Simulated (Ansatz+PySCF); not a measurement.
Values are calculated unless marked as measured or tabulated.
Input for Ansatz (development build ahead of 0.2.0):

```yaml
crystal:
  periodic: [false, false, false]
  atoms:
    - { symbol: "N", position_ang: [0.0, 0.0, -1.09873] }
    - { symbol: "N", position_ang: [0.0, 0.0, -0.06282] }
    - { symbol: O, position_ang: [0.0, 0.0, 1.01636] }
basis:
  gaussian: { orbitals: def2-SVP }
magnetization:
  spin_polarized: true
hamiltonian:
  xc: hf
correlation:
  method: mp2
  frozen_orbitals: { "N": 1, O: 1 }
scf:
  omitted_lower_state_checks: [stability, starts, atomic_configurations, cluster_reference, orbital_swaps, given_window_search, neighbouring_geometries, increment]
```

The input is written out in the form of the current development build from the run's settings.

Output:

```
Converged                                                          : yes
Reference energy                                                   : -183.50489 hartree
Correlation energy                                                 : -0.48906 hartree
Total energy                                                       : -183.99395 hartree
Spin squared of the determinant                                    : 0.000
Occupied orbitals by symmetry in an Abelian subgroup (alpha; beta) : 7 A1 2 B1 2 B2; 7 A1 2 B1 2 B2
```
